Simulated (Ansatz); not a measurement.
formic acid (SMILES O=CO) moved off its minimum; all values from Ansatz (a quantum-chemistry and plane-wave program), cores frozen in correlated methods.
(charge 0, multiplicity 1)
```xyz
5

O      0.8878    -0.7973    -0.0062
C     -0.4259    -0.1712     0.0713
O     -0.6156     1.0278     0.0054
H      1.4185    -0.0610    -0.0173
H     -1.1664    -0.9533     0.0116
```

```
level                largest force (eV/Å)  on atom  rms difference from CCSD(T)/aug-cc-pVTZ (eV/Å)  dipole (D)
-------------------  --------------------  -------  ----------------------------------------------  ----------
HF/def2-TZVPP                        5.71       O1                                           1.160        1.26
PBE/def2-TZVPP                       5.15       O1                                           0.230        0.97
r2SCAN/def2-TZVPP                    5.05       O1                                           0.200        1.02
B3LYP/def2-TZVPP                     5.07       O1                                           0.239        1.02
wB97M-V/def2-TZVPP                   5.22       O1                                           0.315        1.02
MP2/aug-cc-pVTZ                      5.19       O1                                           0.054        0.90
CCSD(T)/aug-cc-pVTZ                  5.09       O1                                           0.000        0.96
```

The differences count from one level among others, with limits of its own. Forces at CCSD(T)/aug-cc-pVTZ (eV/Å):

```csv
atom,Fx,Fy,Fz
O1,-4.897,-1.280,0.505
C2,2.252,0.348,-1.262
O3,0.397,-1.675,0.483
H4,2.648,2.879,-0.088
H5,-0.401,-0.272,0.361
```
